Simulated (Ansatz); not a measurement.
One starting cell of Ta (a randomly generated symmetric cell of Ta (space group No. 70)) was relaxed twice with Ansatz (plane waves, PAW, scalar-relativistic): with r2SCAN at 500 eV and with PBE at 420 eV. The r2SCAN result:

```yaml
crystal:
  lattice:
    - [-1.65255, 1.65255, 1.65255]
    - [1.65255, -1.65255, 1.65255]
    - [1.65255, 1.65255, -1.65255]
  atoms:
    - { symbol: Ta, position: [0.00000, 0.00000, 0.00000] }
```

```tsv
quantity	r2SCAN	PBE
space group	Im-3m	Im-3m
volume (Å³/atom)	18.05	[?]
a (Å)	3.305	[?]
gap (eV, no spin-orbit coupling)	0.00	[?]
```

### Question
Fill in the PBE column.

### Answer

- volume (Å³/atom), PBE: 18.29
- a (Å), PBE: 3.320
- gap (eV, no spin-orbit coupling), PBE: 0.00

Both levels end in the same structure; PBE's volume is 1.3 % larger. Neither column is exact.

No spin polarisation in the result.

Measured for Ta: a 3.299 Å (static lattice; corrected from measurement; as listed in Daniel Mejia-Rodriguez, S. B. Trickey, Phys. Rev. B (2018)). Computed minus measured — a: r2SCAN +0.2 %, PBE +0.6 %. The computed values are for a static lattice.

The run could not lose the symmetry of its start; a randomly shaken copy of 2 atoms returns to this structure.

Ansatz is a first-principles code.
